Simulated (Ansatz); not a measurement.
Saddle point of Si2H8O, closed shell (Si₂H₆O ([OH][SiH2][SiH3]) + H₂ → Si₂H₆ ([SiH3][SiH3]) + H₂O; bonds formed: Si1–H7, O2–H6; bonds broken: Si1–O2, H6–H7), PBE0-D4/def2-TZVP structure:

```
11
angstrom
Si -0.2304 -0.6504 -0.1212
O 0.9627 -0.7896 -1.5586
H -0.3346 -1.8533 0.7473
H -1.3609 -0.8484 -1.1039
Si -0.7034 1.3806 0.9267
H 1.6370 -0.7290 -0.6785
H 1.4438 -0.4434 0.4412
H 0.9393 -1.5941 -2.0936
H -0.1137 2.4765 0.1079
H -2.1653 1.6367 1.0583
H -0.0745 1.4144 2.2743
```

Energies are electronic, without zero-point energy. Barriers and step energies count from the start structure reached by relaxing down the imaginary mode; all methods use the PBE0-D4 structures, on which another method's saddle can fall below an end. Ansatz 0.2.0; basis: def2-TZVPP, with def2-QZVPP for the basis limit; cores frozen in the correlated methods. B3LYP uses VWN-RPA correlation. Extrapolation: Hartree–Fock as exp(−7.88 √X), correlation as X^−2.97.

```json
{"method": "SPW92", "barrier (kcal/mol)": "?", "step energy (kcal/mol)": "8.85"}
{"method": "PBE-D4", "barrier (kcal/mol)": "43.82", "step energy (kcal/mol)": "10.08"}
{"method": "BLYP-D4", "barrier (kcal/mol)": "49.90", "step energy (kcal/mol)": "12.20"}
{"method": "r2SCAN-D4", "barrier (kcal/mol)": "48.05", "step energy (kcal/mol)": "11.73"}
{"method": "B97M-V", "barrier (kcal/mol)": "?", "step energy (kcal/mol)": "10.96"}
{"method": "PBE0-D4", "barrier (kcal/mol)": "47.41", "step energy (kcal/mol)": "10.03"}
{"method": "B3LYP-D4", "barrier (kcal/mol)": "52.11", "step energy (kcal/mol)": "11.98"}
{"method": "r2SCAN0-D4", "barrier (kcal/mol)": "50.14", "step energy (kcal/mol)": "11.32"}
{"method": "BHLYP-D4", "barrier (kcal/mol)": "56.38", "step energy (kcal/mol)": "12.02"}
{"method": "CAM-B3LYP-D4", "barrier (kcal/mol)": "52.64", "step energy (kcal/mol)": "12.06"}
{"method": "wB97X-V", "barrier (kcal/mol)": "?", "step energy (kcal/mol)": "11.27"}
{"method": "wB97M-V", "barrier (kcal/mol)": "51.01", "step energy (kcal/mol)": "11.05"}
{"method": "B2PLYP", "barrier (kcal/mol)": "53.68", "step energy (kcal/mol)": "12.40"}
{"method": "PBE-QIDH", "barrier (kcal/mol)": "51.26", "step energy (kcal/mol)": "11.09"}
{"method": "RPA on PBE", "barrier (kcal/mol)": "54.03", "step energy (kcal/mol)": "11.23"}
{"method": "HF", "barrier (kcal/mol)": "67.66", "step energy (kcal/mol)": "12.48"}
{"method": "MP2", "barrier (kcal/mol)": "53.78", "step energy (kcal/mol)": "12.65"}
{"method": "CCSD", "barrier (kcal/mol)": "55.71", "step energy (kcal/mol)": "11.05"}
{"method": "CCSD(T)", "barrier (kcal/mol)": "53.66", "step energy (kcal/mol)": "11.18"}
```

Fill in the withheld barriers. (To be estimated.)

Computed: wB97X-V 52.43; B97M-V 48.91; SPW92 34.88 kcal/mol. Each is the energy of the saddle less that of the start structure, by the same method.

For comparison, the barrier by CCSD(T) at an estimated basis limit (MP2 extrapolated from triple and quadruple zeta, plus CCSD(T) − MP2 in triple zeta) is 53.67 kcal/mol.

No T1 diagnostic of these runs exceeds 0.014.

Labels in which every atom is bracketed show which atoms are joined, not bond orders.

For scale, one of the runs: CCSD(T)/def2-TZVPP, 227 basis functions, launched by `ansatz run in.yaml --threads 4 --pin off --events-out ev --progress --plain --max-ram 9574MiB`. The run took 57 s on 4 CPU threads of an Arm Neoverse V1 (shared host), with 3.5 GiB of host memory at its peak.
